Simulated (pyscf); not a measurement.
Structures and frequencies: ωB97X-D3(BJ)/def2-SVP in PySCF.

Problem. Estimate the classical barrier height and the reaction energy of `[OH][SiH2][OH]` + `[NH2]` [doublet] -> `[OH][SiH][OH]` [doublet] + `[NH3]` at ωB97M-D3(BJ)/def2-TZVP. The step runs on the doublet surface, breaks H–Si and forms H–N; take the separated reactants as zero.

Solution. ΔE‡ = 6.6 kcal/mol, ΔE = -13.8 kcal/mol. Zero-point energy shifts the barrier by +0.4 kcal/mol. It is a hydrogen abstraction, with an imaginary mode of 1157i cm⁻¹. The same reactants have a lower exit, to H₂N–SiH(OH)–OH + H• (barrier -2.5 kcal/mol at ωB97M-D3(BJ)/def2-TZVP, against +6.6 kcal/mol here). One saddle was located; it need not be the lowest between these sides. The angle at the transferred H is 147°.
